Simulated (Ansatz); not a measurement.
System: bcc Nb. Method: PBEsol in Ansatz (plane waves, PAW).

The input as run:

Ansatz 0.2 input:
```yaml
crystal:
  lattice:
    - [-1.6356462608, 1.6356462608, 1.6356462608]
    - [1.6356462608, -1.6356462608, 1.6356462608]
    - [1.6356462608, 1.6356462608, -1.6356462608]
  atoms:
    - { symbol: Nb, position: [0.0, 0.0, 0.0] }
basis:
  ecutwfc: 520
  ecutrho_ratio: 4
  xc_grid: 2
kpoints:
  mp_grid: { grid: [24, 24, 24] }
hamiltonian:
  xc: pbesol
  dispersion: none
  pseudopotentials: { kind: paw }
scf:
  occupations: { method: fermi_dirac, width: 0.05 }
  convergence: { dr2_threshold: 0.0000000001 }
output:
  forces: false
  stress: true
  eigenvalues: true
```

Excerpt of the program's output:

```
Crystal: 1 atoms, lattice volume = 17.504 Å³
Basis set: ecut = 520 eV, 459 PW (Γ), exchange–correlation on 48×48×48 points (8 copies of the dense FFT grid, shifted against one another)
Bands: 11, of which v1, the nominal top of the filled ones, is band 7 counted from 1 (6 counted from 0)
Symmetry: 48 space group operations
Space group: Im-3m (ITA 229), of the structure as read, at distance tolerance 2.6e-5 Å
k-points: 413 of 13824
Functional: x = pbesol(κ = 0.804, μ = 0.12345679012345678), c = pbesol(β = 0.046)
SCF iter   1: F=—  HF=-4495.461740 eV  |F-HF|=—  |Δ(HF+E_count)|=         —  Δρ=6.12e-3  dr2=5.42e-3
SCF iter   2: F=—  HF=-4495.459942 eV  |F-HF|=—  |Δ(HF+E_count)|=   1.80e-3  Δρ=2.00e-3  dr2=2.51e-4
  ...
SCF iter   5: F=—  HF=-4495.459899 eV  |F-HF|=—  |Δ(HF+E_count)|=   4.36e-7  Δρ=5.26e-6  dr2=1.57e-9
SCF iter   6: F=-4495.459899 eV  HF=-4495.459899 eV  |F-HF|=0.00e0  |Δ(HF+E_count)|=  4.96e-10  Δρ=2.47e-7  dr2=4.04e-12
SCF 1 converged in 6 iterations: F = -4495.459899 eV  dr2 = 4.04e-12
SCF converged after 6 iterations
Free energy (F): -4495.459899 eV
Internal energy: -4495.448172 eV  (E = F + TS)
E sigma→0 (E₀):  -4495.454036 eV
Fermi energy:    18.241329 eV
--- Stress (GPa, compression-positive) ---
        0.023851       0.000000       0.000000
        0.000000       0.023851       0.000000
        0.000000      -0.000000       0.023851
  P = ⅓ Tr σ = 0.0239 GPa (0.239 kbar)
```

The PAW data were made under PBE.

Ansatz is a first-principles code.
